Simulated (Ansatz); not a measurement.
Species: HLi, SMILES `[LiH]` (charge 0, multiplicity 1).

Task: Give a relaxed geometry from Ansatz (a first-principles code) with PBE0-D3(BJ)/def2-TZVP.

Result: the end point of this relaxation (outside a Z-matrix the atoms follow the SMILES, hydrogens last).
Z-matrix (Å, degrees):
```
Li
H 1 1.5991
```
